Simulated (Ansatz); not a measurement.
# CH3N (triplet): the correlation ladder, def2-TZVPP

One table from this session's results is given with a row withheld; the runs are named, their logs left out.

Computed with Ansatz 0.2.0, Gaussian basis. Level: def2-TZVPP, core rule «outside noble gas», up to 2 orbitals frozen.

To be run: UHF; ROHF; CCSD(T) on UHF.

2 further runs of the same task are left out: 2 set aside as unsound or not needed.

### What is computed

The geometry is a PBE0/def2-TZVP stationary point (not a proven minimum) of the parent state, kept for this charge and spin.

5 atoms, charge 0, spin multiplicity 3.

Atoms are counted from 1 here; the program's logs count them from 0.

Bond lengths: N1–C2 1.302 Å, N1–H3 1.019 Å, N1–H4 1.012 Å, C2–H5 1.108 Å. Angles: C2–N1–H3 126.5°, C2–N1–H4 119.5°, H3–N1–H4 114.0°, N1–C2–H5 106.3°.

As a file:

```xyz
5
CH3N
N     0.00000    0.05821    0.55420
C     0.00000   -0.15836   -0.72971
H     0.00000    0.96668    1.01516
H     0.00000   -0.72697    1.19220
H     0.00000    0.83835   -1.21338
```

The first run:

Input file in.yaml:

```yaml
crystal:
  periodic: [false, false, false]
  atoms:
    - {symbol: N, position_ang: [0.000000, 0.058213, 0.554197]}
    - {symbol: C, position_ang: [0.000000, -0.158358, -0.729711]}
    - {symbol: H, position_ang: [0.000000, 0.966683, 1.015161]}
    - {symbol: H, position_ang: [0.000000, -0.726972, 1.192196]}
    - {symbol: H, position_ang: [0.000000, 0.838355, -1.213380]}
basis:
  gaussian: {orbitals: def2-TZVPP}
magnetization: {spin_polarized: true, initial_magnetization: 2}
hamiltonian: {xc: hf}
output: {orbitals: {seedname: orbitals}}
```

Launch:

```bash
> ansatz run in.yaml --threads 1 --pin off --events-out ev --progress --plain --max-ram 4096MiB --backend cpu
```

Among the steps run: UHF; ROHF; CCSD(T) on UHF.

One table of the session follows, with a row left open; its other results are not shown here.

It belongs to the step «Misses and costs». 

```
  method  from UCCSD(T) (meV)
    ROHF                    ?
     UHF              +9886.0
    UMP2               +937.8
   UCCSD               +336.8
UCCSD(T)                    0
```

Estimate the missing values for ROHF.

The run gave: from UCCSD(T) (meV): +10030.7. In the column «from UCCSD(T) (meV)» it is the highest.
